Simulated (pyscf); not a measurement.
Thermochemistry of product channels of H₂C=SiH₂ + methyl (CH₃•) on the doublet surface, in kcal/mol, from CCSD(T)/def2-TZVPP + ΔMP2(QZVPP) energies (ideal gas, 1 atm, RRHO with modes under 100 cm⁻¹ raised to 100, one conformer, R ln 2 for rigid chiral ones). Single points on ωB97X-D3(BJ)/def2-SVP structures (PySCF, gas phase). MP2 and CC: frozen core, UHF for open shells. ΔMP2 is the change of the MP2 total energy from the triple- to the quadruple-zeta basis.

| products | ΔE | ΔH(298 K) | ΔG(298 K) | ΔG(900 K) |
|---|---|---|---|---|
| H₃C–CH₂–SiH₂• | -53.9 | -48.6 | -38.7 | -17.9 |
| H₃C–SiH•–CH₃ | -65.3 | -59.7 | -50.3 | -31.0 |

These are energies of the channels, which say nothing of barriers. The CCSD(T) − MP2 part came from Ansatz, without density fitting, on the same reference.
